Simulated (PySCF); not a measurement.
Gas-phase reaction: 2 B2O3 + BH + 4 OH = 5 HBO2

Method: PySCF energies plus ideal-gas RRHO corrections (1 bar). Table values come from the NASA 1993 polynomials. † marks an energy on the PBE0/def2-TZVP geometry and frequencies. CCSD(T) freezes the core. Open shells (unrestricted): OH (multiplicity 2); the rest are closed-shell singlets. Spin-orbit splitting is ignored; it lowers the true energy and changes the entropy of OH. B3LYP is the form with VWN-RPA correlation. CCSD(T) isn't extrapolated to the basis-set limit. The table's entry may be an old estimate for B2O3, BH, OH, HBO2 (not checked at source).

```csv
level,"ΔH°(298 K), kJ"
table,-1731.3
B3LYP/def2-TZVP†,-1638.1
BLYP/def2-TZVP†,___
CCSD(T)/def2-SVP†,___
CCSD(T)/def2-TZVPP†,___
HF/def2-TZVP†,___
PBE0/def2-QZVP†,-1664.5
LDA/def2-TZVP†,-1987.2
ωB97X-V/def2-TZVP†,-1651.5
```

**Question.** Complete the blanks.

**Answer.** 
- BLYP/def2-TZVP†, ΔH°(298 K), kJ: -1658.8
- CCSD(T)/def2-SVP†, ΔH°(298 K), kJ: -1613.2
- CCSD(T)/def2-TZVPP†, ΔH°(298 K), kJ: -1623.7
- HF/def2-TZVP†, ΔH°(298 K), kJ: -1210.5
